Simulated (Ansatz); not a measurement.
```yaml
crystal:
  periodic: [false, false, false]
  atoms:
    - {symbol: Al, position_ang: [-1.317827, -1.034933, -0.008838]}
    - {symbol: S, position_ang: [1.132651, 1.140635, 0.009647]}
    - {symbol: N, position_ang: [0.185175, -0.105701, -0.000809]}
basis:
  gaussian: {orbitals: def2-TZVP}
magnetization: {spin_polarized: true, initial_magnetization: 2}
hamiltonian: {xc: pbe0}
relax: {f_tol: 0.004, max_steps: 80}
```

```sh
$ ansatz run in.yaml --threads 1 --pin off --events-out ev --progress --plain --max-ram 2176MiB
```

Steps of the relaxation (energy above the last step; positions in Å, forces in eV/Å):

```
3
step 1, 81.6 meV
Al   -1.318   -1.035   -0.009   -0.875   -0.630   -0.005
S     1.133    1.141    0.010   -0.861   -1.274   -0.011
N     0.185   -0.106   -0.001    1.736    1.903    0.016
```

```
3
step 2, 42.3 meV
Al   -1.325   -1.044   -0.009   -0.466   -0.383   -0.003
S     1.135    1.136    0.010   -0.456   -0.738   -0.006
N     0.190   -0.092   -0.001    0.922    1.121    0.009
```

```
3
step 3, 20.2 meV
Al   -1.334   -1.062   -0.009    0.039   -0.061    0.000
S     1.144    1.128    0.010    0.138    0.035    0.000
N     0.190   -0.066    0.000   -0.176    0.026    0.000
```

```
3
step 6, 0.0 meV
Al   -1.295   -1.134   -0.010    0.000    0.000    0.000
S     1.222    1.070    0.009    0.000    0.000    0.000
N     0.073    0.063    0.001    0.000    0.000    0.000
```

Close pairs at the end: S2–N3 1.528 Å, Al1–N3 1.818 Å.

A stationary point of unrestricted PBE0 after 6 steps, with ⟨S²⟩ = 2.011 against 2.00 for a pure state; no frequencies were run, so it isn't proven a minimum. 32 s on 1 thread of Arm Neoverse V1, shared host.
